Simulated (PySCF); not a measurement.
## Electronic absorption of H6N2Si

Species: H6N2Si.
Geometry (PBE0-D3(BJ)/def2-SVP, Å), atoms numbered from 1 in this order:
```xyz
9
H6N2Si angstrom
N      1.2405   -0.3630    0.0123
Si    -0.3093    0.3890    0.0934
N     -1.5081   -0.8221   -0.1642
H      1.4837   -1.1221    0.6380
H      2.0549    0.1705   -0.2661
H     -0.7189    1.0107    1.3975
H     -0.2096    1.4989   -0.9130
H     -2.4324   -0.7290    0.2377
H     -1.5127   -1.3899   -1.0032
```

Computed, not measured: TDDFT PBE0/def2-SVPD, vertical, gas phase, core orbitals frozen in the response in PySCF.

Task: What does the calculation give for the low-lying excited states?

Result: 

| state | E (eV) | λ (nm) | ν̃ (cm⁻¹) | f | \|μ\| (D) | symmetry | main configurations (H = HOMO, L = LUMO) |
| --- | --- | --- | --- | --- | --- | --- | --- |
| S1 | 6.50 | 190.8 | 52420 | 0.030 | 1.10 | B | H→L (88%), H-1→L+1 (10%) |
| S2 | 6.65 | 186.5 | 53630 | 0.036 | 1.19 | A | H-1→L (54%), H→L+1 (45%) |
| S3 | 7.00 | 177.1 | 56470 | 0.0022 | 0.29 | A | H→L+1 (53%), H-1→L (44%) |
| S4 | 7.26 | 170.7 | 58580 | 0.069 | 1.58 | B | H-1→L+1 (86%), H→L (10%) |
| S5 | 7.71 | 160.7 | 62230 | 0.029 | 1.00 | B | H→L+2 (96%) |
| S6 | 8.01 | 154.7 | 64630 | 0.0062 | 0.45 | A | H-1→L+2 (91%) |

The lowest singlet lies at 6.50 eV (191 nm, vacuum ultraviolet) and is weak; its leading configuration is HOMO→LUMO (88%). The most intense listed level is S4 at 7.26 eV (171 nm, f = 0.069), 0.76 eV above S1. Löwdin shares by element: HOMO nitrogen 59%, silicon 15%, hydrogen 8% or more (atoms not listed hold the other 18%); LUMO silicon 40%, nitrogen 19%, hydrogen 9% or more (atoms not listed hold the other 32%). The listed states span 1.51 eV, and the widest gap between neighbours is 0.45 eV (S4 to S5). Orbital energies (eV): HOMO-3 -10.59, HOMO-2 -9.39, HOMO-1 -7.51, HOMO -7.23, LUMO 0.59, LUMO+1 0.89, LUMO+2 1.73. Weighted by f, the mean energy of these states is 7.10 eV. No computed singlet lies in the visible range (380 to 750 nm); the lowest, at 191 nm, stands 3.24 eV above its violet end (3.26 eV). Symmetry labels in C2 follow from the direction of the transition dipole and are given only for states with f of 0.002 or more. Only the lowest 6 singlets were computed, as vertical energies without vibronic structure.

One conformer stands for the species.
